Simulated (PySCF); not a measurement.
# N₂O, singlet: cost against accuracy

Geometry (MP2(full)/6-31G*, from the G2/97 set):

```
atom   x (Å)   y (Å)    z (Å)
   N  0.0000  0.0000  -1.1781
   N  0.0000  0.0000  -0.0070
   O  0.0000  0.0000   1.1851
```

Measured, as an electronic atomization energy: 1132.1 kJ/mol (G2/97 heats of formation of molecule and atoms, with zero-point and thermal terms from B3LYP taken off; Curtiss et al., J. Chem. Phys. 106, 1063 (1997), Staroverov et al., J. Chem. Phys. 119, 12129 (2003)). The measured value holds scalar relativity and spin–orbit coupling, which all computed ones lack, and core correlation, which the wave-function levels lack. Atoms are taken at the same level; beside RHF, RMP2 and RCC rows they are unrestricted. The atoms' steps beyond CCSDT are taken from full CI of the atoms, which share full CI's core. PySCF 2.14.0; the 6-31G* set has Cartesian d functions; a miss is computed less measured; times are wall times on shared hosts and scatter by a factor of two or so; they hold the correlated step alone (with one SCF for RCCSD(T)), and functionals start from a converged Hartree–Fock density. B3LYP has the VWN-RPA form, and B2PLYP's MP2 part freezes the cores. A small miss in a small set is a cancellation of the method's error against the basis error.

| level | basis | miss (kJ/mol) | time of the run | hardware |
| --- | --- | --- | --- | --- |
| RCCSD(T) | STO-3G | -573.0 | 0.2 s | 1 CPU thread |
| RCCSD(T) | 6-31G | -425.1 | 0.4 s | 1 CPU thread |
| UCCSD(T) | 6-31G | -433.3 | 0.99 s | 1 CPU thread |
| RHF | cc-pVDZ | -848.9 | 1.1 s | 1 CPU thread |
| RCCSD(T) | 6-31G* | -169.2 | 1.4 s | 1 CPU thread |
| RCCSDT(Q) | STO-3G | -567.4 | 1.6 s | 1 CPU thread |
| PBE | 6-31G | -39.9 | 2.5 s | 1 CPU thread |
| PBE0 | 6-31G | -236.9 | 2.7 s | 1 CPU thread |
| B2PLYP | 6-31G | -263.5 | 2.9 s | 1 CPU thread |
| B3LYP | 6-31G | -214.3 | 3 s | 1 CPU thread |
| PBE | cc-pVDZ | 156.8 | 3.8 s | 1 CPU thread |
| PBE | 6-31G* | 153.3 | 3.8 s | 1 CPU thread |
| PBE0 | 6-31G* | -14.9 | 4.2 s | 1 CPU thread |
| B2PLYP | cc-pVDZ | -34.3 | 4.4 s | 1 CPU thread |
| B2PLYP | 6-31G* | -34.0 | 4.5 s | 1 CPU thread |
| UCCSD(T) | cc-pVDZ | -175.5 | 5.6 s | 1 CPU thread |
| HSE06 | 6-31G* | -19.4 | 6.9 s | 1 CPU thread |
| UCCSD(T) | 6-31G* | -173.5 | 7.6 s | 1 CPU thread |
| r2SCAN | cc-pVDZ | -7.1 | 7.9 s | 1 CPU thread |
| r2SCAN | 6-31G* | -9.0 | 8.3 s | 1 CPU thread |
| PBE | cc-pVTZ | 166.0 | 9.4 s | 1 CPU thread |
| revPBE | cc-pVTZ | 94.5 | 9.4 s | 1 CPU thread |
| BLYP | cc-pVTZ | 108.4 | 10 s | 1 CPU thread |
| PBE0 | cc-pVTZ | 5.0 | 11 s | 1 CPU thread |
| BHLYP | cc-pVTZ | -183.9 | 12 s | 1 CPU thread |
| full CI | STO-3G | -568.5 | 13 s | 1 CPU thread |
| wB97M-V | 6-31G | -252.9 | 15 s | 1 CPU thread |
| B97M-V | cc-pVDZ | -11.9 | 17 s | 1 CPU thread |
| wB97M-V | cc-pVDZ | -22.1 | 19 s | 1 CPU thread |
| wB97M-V | 6-31G* | -25.4 | 20 s | 1 CPU thread |
| r2SCAN | cc-pVTZ | 10.7 | 24 s | 1 CPU thread |
| RCCSDT(Q) | 6-31G | -416.8 | 25 s | 1 CPU thread |
| wB97X-V | cc-pVTZ | 0.8 | 29 s | 1 CPU thread |
| B97M-V | cc-pVTZ | 4.1 | 36 s | 1 CPU thread |
| UCCSDT | 6-31G | -428.5 | 2 min | 1 CPU thread |
| UCCSD(T) | cc-pVTZ | -83.5 | 2.3 min | 1 CPU thread |
| RCCSDT(Q) | cc-pVDZ | -163.1 | 4.1 min | 1 CPU thread |
| RCCSD(T) | cc-pVQZ | -42.5 | 5 min | 1 CPU thread |
| RCCSDT(Q) | 6-31G* | -161.4 | 6.9 min | 1 CPU thread |
| UCCSDT | cc-pVDZ | -173.9 | 18 min | 1 CPU thread |

HF's time is that of a plain UHF run.

The smallest set from which on each level stays within 1 kcal/mol of its own cc-pVQZ value: RHF cc-pVTZ; UHF cc-pVTZ; RMP2 none (cc-pVTZ is 9.3 kcal/mol off); RCCSD(T) none (cc-pVTZ is 8.8 kcal/mol off).
